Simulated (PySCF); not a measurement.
# C2H7B: the cost of one run

Programs: PySCF 2.14.0, with routines of our own; each step states its level. All values are computed. Atoms count from 0.

### Step 1. The starting structure

10 atoms, charge -1, multiplicity 2; geometry from: GFN2-xTB.

### Step 2. Open-shell or spin-flip excitations: unrestricted TDDFT CAM-B3LYP/def2-SVPD in tetrahydrofuran

The job: settings as JSON, then the geometry in Å.

```
{"job": {"kind": "uabs", "xc": "CAM-B3LYP", "basis": "def2-SVPD", "nstates": 10, "tda": false, "solvent": "tetrahydrofuran", "pol": false}, "charge": -1, "multiplicity": 2}
B      1.557227    -0.009613    -0.238779
C      0.048587     0.614407    -0.311145
C     -1.056286    -0.286088     0.293849
H      1.706580    -1.050254    -0.893285
H      2.017027    -0.092804     0.907957
H     -0.260465     0.823266    -1.351284
H     -0.015504     1.582174     0.216716
H     -1.075568    -1.247188    -0.222954
H     -0.843699    -0.480525     1.346584
H     -2.069015     0.151279     0.229813
```

Method: unrestricted TDDFT CAM-B3LYP/def2-SVPD, vertical, IEF-PCM tetrahydrofuran (non-equilibrium linear response), core orbitals frozen in the response.

The run is started by

```console
$ OMP_NUM_THREADS=1 python excited_run.py task.json out
```

One launch serves the whole session: the jobs run in the order shown.

**Question.** How long does this run take on 1 thread of Arm Neoverse V1, shared host?

About 12 s.
